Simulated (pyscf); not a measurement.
silylamine (H₂N–SiH₃) + amino radical (NH₂•) -> H₂N–SiH₂• + ammonia (NH₃) (hydrogen abstraction; doublet surface; H–Si broken, H–N formed). PySCF, gas phase, ωB97X-D3(BJ)/def2-SVP geometries. Rate constants from transition-state theory, ωB97M-D3(BJ)/def2-TZVP energies (ideal gas, 1 atm, RRHO with modes under 100 cm⁻¹ raised to 100, one conformer, R ln 2 for chiral ones without a mode under 150 cm⁻¹; no tunnelling), k in cm³ molecule⁻¹ s⁻¹.

```
T (K)  1000/T  log10 k
-----  ------  -------
298     3.354   -16.15
600     1.667   -13.93
900     1.111        ?
1200    0.833   -12.38
```

Q: Fit an Arrhenius line to the three values, give the activation energy, and predict k at 900 K.

A: Least squares gives log10 k = -11.29 − 1.47 × 1000/T, so Ea = 1.47 × ln 10 × 1.987 = 6.7 kcal/mol, against an electronic barrier of 4.3. At 900 K the line gives -12.92; the computed value is -12.97 (ΔG‡ = 30.2 kcal/mol), close to the line. This is the saddle that the search found; another between the same sides may lie lower. The angle at the transferred H is 158°.
